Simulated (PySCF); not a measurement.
# B(OH)2: adding exact exchange

Base calculation in PySCF with density fitting and no spin–orbit coupling, PBE/def2-TZVP (no relativity): doublet, C2v, B–O 1.354 Å (×2), O–H 0.982 Å (×2); B–O–H 115.9° (×2), O–B–O 130.8°; wavenumbers 378, 447, 544, 863, 935, 1129, 1419, 3509, 3520 cm⁻¹; dipole moment 3.14 D, polar-tensor charge of B 0.62 e, atomisation energy (no zero-point energy) 2026 kJ/mol.

Task: What changes on going to PBE0/def2-TZVP (no relativity)?

Result: The point group becomes Cs. Changes: mean bond to B -0.006 Å, smallest bond angle -2.5 degrees, highest wavenumber +393 cm⁻¹, lowest wavenumber +73 cm⁻¹, dipole moment -1.48 D, polar-tensor charge of B +0.15 e, atomisation energy (no zero-point energy) -51 kJ/mol. The new structure has B–O 1.341 Å, B–O 1.355 Å, O–H 0.959 Å, O–H 0.967 Å; B–O–H 113.4°, B–O–H 113.8°, O–B–O 123.3°, with wavenumbers 451, 464, 570, 957, 969, 1209, 1457, 3762, 3913 cm⁻¹.

The structures come from searches over a few start shapes, so lower isomers are not excluded.
